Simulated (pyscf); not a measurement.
Single points on ωB97X-D3(BJ)/def2-SVP structures (PySCF, gas phase).

Task: PBE/def2-TZVP puts the barrier of H₂S + silane (SiH₄) → H₃Si–SH + hydrogen (H₂) (four-centre exchange; singlet surface; H–S, H–Si broken, S–Si, H–H formed) at 169.4 kJ/mol and the reaction energy at -34.4 kJ/mol, from the separated reactants. What do r²SCAN/def2-TZVP, M06-2X/def2-TZVP, ωB97M-D3(BJ)/def2-TZVP give on the same structures?

Result: r²SCAN: ΔE‡ = 181.9 kJ/mol, ΔE = -38.2 kJ/mol; M06-2X: ΔE‡ = 206.7 kJ/mol, ΔE = -39.5 kJ/mol; ωB97M-D3(BJ): ΔE‡ = 208.9 kJ/mol, ΔE = -30.8 kJ/mol. PBE's barrier lies under all of them, by 12.5 to 39.5 kJ/mol. Its reaction energy lies among theirs. Low barriers are usual for a GGA, whose delocalisation error favours stretched bonds. One saddle was located; it need not be the lowest between these sides.
